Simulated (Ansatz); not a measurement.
PN, triplet: the ladder up to full CI

Geometry: that of the PN, singlet, kept fixed. The singlet lies 4.1 eV lower here.

```tsv
atom	x (Å)	y (Å)	z (Å)
N	0.0000	0.0000	0.0000
P	0.0000	0.0000	1.4794
```

Basis 6-31G; Ansatz 0.2.0. Only valence electrons are correlated (noble-gas cores frozen), which leaves 10 electrons in 16 orbitals. Prefix R: restricted or restricted open-shell reference; prefix U: unrestricted. Active spaces: valence = (10e, 8o) chosen from the atoms' valence shells.

Full CI is exact within this basis and frozen core; it isn't the basis-set limit. The frozen core follows each run's orbitals, which can shift R against U totals by a few meV.

Unrestricted rows (U) aren't spin-pure: their determinants' ⟨S²⟩ exceeds S(S+1) by up to 0.24, so they mix in states of higher spin. For open shells CISD and CISDTQ are restricted-active-space CI with the open shells as a complete middle space. The determinant fills πx and πy unequally, so it is a mixture of Σ and Δ, which weighs on every level built on one determinant.

* UHF ⟨S²⟩: 2.241
* T1 diagnostic (RCCSD): 0.0151
* largest doubles amplitude (RCCSD): 0.360
* T1 diagnostic (UCCSD): 0.0611

```tsv
level	E − E(full CI) (kJ/mol)	share of correlation (%)	wall time
RHF	431.9	0.00	–
UHF	417.8	3.25	–
RMP2	102.7	76.21	–
UMP2	138.0	68.05	–
CISD	67.5	84.38	0.99 s
RCCSD	45.8	89.40	–
UCCSD	44.7	89.66	–
RCCSD(T)	22.5	94.79	1.5 s
UCCSD(T)	21.3	95.07	1.7 s
BCCD(T)	22.0	94.90	1.8 s
RCCSDT*	3.0	99.31	–
UCCSDT*	2.7	99.39	–
CISDTQ	2.3	99.47	6 s
RCCSDT(Q)*	-2.4	100.55	5.5 s
UCCSDT(Q)*	-2.8	100.64	5.5 s
RCCSDTQ*	0.2	99.95	47 s
UCCSDTQ*	0.2	99.96	49 s
CASSCF (valence space)	186.6	56.78	–
NEVPT2 (valence space)	44.4	89.72	2.3 s
NEVPT4(SD) (valence space)	7.3	98.30	3 s
MRCISD (valence space)	8.9	97.95	–
MRCISD+Q (valence space)	2.9	99.32	3.4 s
```

An asterisk marks runs whose energy the program itself flagged as in doubt.

The correlation energy at full CI, counted from RHF, is -4.476 eV. That run took 54 s on 1 thread of Arm Neoverse V1, shared host over 4,777,056 determinants.

Times hold each run's SCF and search for its determinant on a shared host, so for small cases they say little of a method's own cost; they ran on 1 thread of Arm Neoverse V1.

Not variational, and here over 5 meV under the exact energy: RCCSDT(Q), UCCSDT(Q).

The full-CI state has the irrep A1 of C2v, in the program's axes (one component, if the state is degenerate).

Natural occupations of full CI about the gap: 1.984 1.973 1.965 1.445 1.445 0.550 0.550 0.035 0.015 0.008; effectively unpaired electrons, Σ n²(2−n)², 2.58. No single determinant describes this state well, so single-reference rows can miss without a flag.
